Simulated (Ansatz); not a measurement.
## LiH (SMILES [LiH]): the energy, rung by rung

LiH has 2 atoms, charge 0, and is taken as a singlet. SMILES: `[LiH]`. The bond length is the measured one.

```xyz
2

Li    0.0000    0.0000    0.0000
H     0.0000    0.0000    1.5957
```

Each level gives the energy change with the Li1–H2 bond stretched from 1.596 to 1.995 Å (eV). The values are calculated.

```json
{"level": "HF/cc-pVTZ (restricted)", "kind": "Hartree–Fock", "program": "Ansatz", "value (eV)": "0.33", "less FCI/cc-pVTZ": "0.00", "CPU time (all runs)": "0.34 s"}
{"level": "revPBE/cc-pVTZ (restricted)", "kind": "GGA", "program": "Ansatz", "value (eV)": "0.29", "less FCI/cc-pVTZ": "-0.04", "CPU time (all runs)": "1.4 s"}
{"level": "BHLYP/cc-pVTZ (restricted)", "kind": "global hybrid", "program": "Ansatz", "value (eV)": "0.37", "less FCI/cc-pVTZ": "+0.04", "CPU time (all runs)": "1.6 s"}
{"level": "wB97M-V/cc-pVTZ (restricted)", "kind": "range-separated hybrid", "program": "Ansatz", "value (eV)": "0.34", "less FCI/cc-pVTZ": "+0.01", "CPU time (all runs)": "11 s"}
{"level": "B2PLYP/cc-pVTZ (restricted)", "kind": "double hybrid", "program": "Ansatz", "value (eV)": "0.35", "less FCI/cc-pVTZ": "+0.02", "CPU time (all runs)": "2.5 s"}
{"level": "RPA@PBE/cc-pVTZ (restricted)", "kind": "RPA", "program": "Ansatz", "value (eV)": "0.34", "less FCI/cc-pVTZ": "+0.01", "CPU time (all runs)": "2.1 s"}
{"level": "BCCD(T)/cc-pVTZ (restricted)", "kind": "coupled cluster or CI", "program": "Ansatz", "value (eV)": "0.33", "less FCI/cc-pVTZ": "0.00", "CPU time (all runs)": "1.1 s"}
{"level": "FCI/3-21G", "kind": "exact in the basis", "program": "Ansatz", "value (eV)": "0.18", "less FCI/cc-pVTZ": "-0.15", "CPU time (all runs)": "0.31 s"}
{"level": "FCI/cc-pVTZ", "kind": "exact in the basis", "program": "Ansatz", "value (eV)": "0.33", "less FCI/cc-pVTZ": "0.00", "CPU time (all runs)": "2.3 s"}
```

FCI/cc-pVTZ is exact within its basis and frozen core, so for wave-function methods in that basis the difference is their error; functionals converge differently with the basis, so for them it is only a difference. The first shape isn't each level's own minimum. The values span 0.18 to 0.37 eV. High-level rows in very small sets aren't better than simpler rows in larger ones. Without the sets that lack polarisation functions the rows with a basis span only 0.29 to 0.37 eV. CPU times are rough (shared hosts, several kinds of processor): they show what a rung costs within a factor of a few.
